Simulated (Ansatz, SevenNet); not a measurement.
For hcp Co, the machine-learned potential SevenNet-l3i5 (trained on PBE and PBE+U data) gives:

```
Quantity               Value
-------------------  -------
lattice parameter a  2.498 Å
c axis length        4.001 Å
```

**Question.** What does r²SCAN+rVV10 in Ansatz (PAW) give for the same quantities?

**Answer.** 
- lattice constant a: 2.464 Å (drops by 1.4 %)
- lattice parameter c: 4.006 Å (grows by 0.1 %)

For comparison: lattice constant a 2.507 Å (measured, 293 K, not corrected to a static lattice; as tabulated in Wikipedia's data pages); lattice parameter c 4.07 Å (measured, 293 K, no zero-point or thermal correction; as tabulated in Wikipedia's data pages).

Changes are worked out from the printed values.

Unless a cell is named, each level is at its own relaxed cell (SevenNet-l3i5 10.81, r²SCAN+rVV10 10.53 Å³/atom).

Spin-polarised runs: r²SCAN+rVV10 (parallel moments).

Ansatz's density-functional and Hartree–Fock values are scalar-relativistic unless marked +SOC, with PAW data made under PBE.

Ansatz is a first-principles code.
